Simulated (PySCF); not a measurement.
# BN (triplet) under other conditions

Aim: change spin, charge, geometry, field or solvent of BN (triplet), one at a time, and compare with the base run.

The runs use PySCF 2.14.0; method and basis as typed in the scripts.

2 further runs of the same task are left out: 2 that didn't finish.

### Step 1. Starting geometry

BN (triplet): 2 atoms, charge 0, spin multiplicity 3.

Bond lengths: B1–N2 1.323 Å.

### Step 2. The run that the others are compared with

Input file input.py:

```python
from pyscf import gto, dft

mol = gto.M(
    atom='B 0 0 0; N 0 0 1.323',
    basis='sto-3g',
    charge=0,
    spin=2,
    verbose=4,
)
mf = dft.UKS(mol, xc='m06')
mf.kernel()
mf.analyze()
print('orbital energies (hartree):', [e[max(0, n-3):n+3].round(4) for e, n in zip(mf.mo_energy, mol.nelec)])
```

On the command line:

```sh
OMP_NUM_THREADS=1 python input.py
```

Its log is not repeated here.

In short: E(SCF) = -78.285908 Eh, 11 cycles, ⟨S²⟩ = 2.001, μ = 1.61 D.

The bond length is a typed value, not an optimised one. The triplet is typed in the script; nothing here shows that it is the ground state.

### Step 3. Charge -1 (doublet)

Run 1 changes charge: 0 → -1; spin (2S): 2 → 1.

Input file input.py:

```python
from pyscf import gto, dft

mol = gto.M(
    atom='B 0 0 0; N 0 0 1.323',
    basis='sto-3g',
    charge=-1,
    spin=1,
    verbose=4,
)
mf = dft.UKS(mol, xc='m06')
mf.kernel()
mf.analyze()
print('orbital energies (hartree):', [e[max(0, n-3):n+3].round(4) for e, n in zip(mf.mo_energy, mol.nelec)])
```

On the command line:

```sh
OMP_NUM_THREADS=1 python input.py
```

### Step 4. Quintet

Run 2 changes spin (2S): 2 → 4.

Changes to input.py since step 2:

```diff
@@ -6,3 +6,3 @@
     charge=0,
-    spin=2,
+    spin=4,
     verbose=4,
```

### Step 5. Electric field 0.001 a.u.

Run 3 changes electric field: none → 0.001 a.u.

Changes to input.py since step 2:

```diff
@@ -10,2 +10,7 @@
 mf = dft.UKS(mol, xc='m06')
+field = 0.001  # electric field along z, atomic units
+h = mf.get_hcore() + field*mol.intor('int1e_r')[2]
+mf.get_hcore = lambda *args: h
+e_nuc = mol.energy_nuc() - field*mol.atom_charges() @ mol.atom_coords()[:, 2]
+mf.energy_nuc = lambda *args: e_nuc
 mf.kernel()
```

### Step 6. Charge +2

Run 4 changes charge: 0 → 2.

Changes to input.py since step 2:

```diff
@@ -5,3 +5,3 @@
     basis='sto-3g',
-    charge=0,
+    charge=2,
     spin=2,
```

What does the calculation give? Wanted: for each run, E(SCF); from base; gap, α spin; SCF dipole.

As calculated:

| run | E(SCF) (hartree) | from base (eV) | cycles | gap, α spin (eV) | SCF dipole (D) |
| --- | --- | --- | --- | --- | --- |
| base | -78.285908 | 0 | 11 | 8.72 | 1.61 |
| charge -1 (doublet) | -78.222242 | +1.7324 | 11 | 9.55 | n/a |
| quintet | -78.086813 | +5.4176 | 10 | 2.65 | 0.62 |
| electric field 0.001 a.u. | -78.285283 | +0.0170 | 22 | 8.73 | 1.58 |
| charge +2 | -77.127207 | +31.5299 | 12 | 5.47 | n/a |

The largest comparable shift of the SCF energy, +5.418 eV, comes with the run “quintet”. At the SCF level, adding an electron (to the doublet) costs 1.73 eV at fixed geometry; correlation, diffuse functions and relaxation can still bind it. The quintet solution found lies 5.42 eV above the base triplet at this geometry and level.
